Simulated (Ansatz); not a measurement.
System: fcc Cu. Method: LDA in Ansatz (PAW).

Numerical settings: plane-wave cutoff 520 eV, 26×26×26 k mesh, Fermi–Dirac smearing 0.05 eV, no spin polarisation, scalar-relativistic PAW data made under PBE.

Pressure at four volumes; x = ln(V/10.874 Å³). One pressure is withheld.

```tsv
V (Å³/atom)	x	P (GPa)
10.222	-0.0618	?
10.439	-0.0408	8.76
10.874	0.0000	0.19
11.527	0.0583	-9.36
```

Q: Pass a parabola P(x) through the three rows shown, estimate the bulk modulus and its pressure derivative near zero pressure, and predict the withheld pressure.

A: Slopes between the rows: (0.19 − (8.76))/(0.0000 − (-0.0408)) = -210.05 and (-9.36 − (0.19))/(0.0583 − (0.0000)) = -163.81 GPa. Their difference over the span 0.0991 is c = 46.24/0.0991 = 466.6 GPa, so P(x) = 8.76 + (-210.05)(x − (-0.0408)) + 466.6 (x − (-0.0408))(x − (0.0000)). At the middle row B = −dP/dx = −[-210.05 + 466.6 × 0.0408] = 191.0 GPa, and B′ = dB/dP = 2c/B = 4.9. At x = -0.0618 the parabola gives 13.78 GPa; the run gives 13.88 GPa. The Birch–Murnaghan fit to the energies at all volumes has B0 = 189 GPa and B′ = 5.0.

Measured, for comparison: bulk modulus 144 GPa (0 K value with the zero-point phonon effect removed, sources range from 140 to 145; as tabulated in Mejia-Rodriguez and Trickey (2018), arXiv:1807.09216). Computed less measured: bulk modulus +31 % (+30 % to +35 % over the range).

Ansatz is a quantum-chemistry and plane-wave program.
